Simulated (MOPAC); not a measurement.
MOPAC input (PM6):

```
PM6 1SCF CHARGE=-1 GEO-OK AUX(PRECISION=9) THREADS=1
C4H5

C     0.04909858 1    1.10763595 1    0.28954788 1
C     0.03506176 1   -1.10688107 1    0.29443337 1
C     0.83295606 1   -0.00625608 1   -0.44256257 1
C    -0.69559174 1    0.00362713 1   -0.35442763 1
H     0.01183467 1    1.17045808 1    1.39196549 1
H     0.06324781 1    2.09009786 1   -0.18549049 1
H    -0.00296470 1   -1.16436125 1    1.39711638 1
H     0.03674236 1   -2.09152973 1   -0.17626532 1
H    -1.43800807 1    0.00657945 1   -1.14927239 1
```

Problem. What heat of formation does the run end on, and which ionisation energy by Koopmans theorem?

Solution. 98.02 kcal/mol; 2.27 eV.
